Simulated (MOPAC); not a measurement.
MOPAC input (PM7):

```
PM7 PRECISE GNORM=0.05 LET XYZ UHF MS=0.5 GEO-OK AUX(PRECISION=9) THREADS=1
C4H5

C     0.00329743 1   -0.68959053 1    0.83425245 1
C    -0.00671643 1    0.63296015 1    0.90078215 1
C     0.00781639 1   -0.84964659 1   -0.66746692 1
C    -0.00399140 1    0.72131498 1   -0.62771037 1
H    -0.01400541 1    1.37887752 1    1.67955288 1
H    -0.87973595 1   -1.30934951 1   -1.10071269 1
H     0.90403817 1   -1.29604212 1   -1.09676329 1
H     0.89064925 1    1.17483501 1   -1.05862435 1
H    -0.90338201 1    1.16145109 1   -1.06259646 1
```

**Question.** What heat of formation does the run end on?

**Answer.** 98.40 kcal/mol.
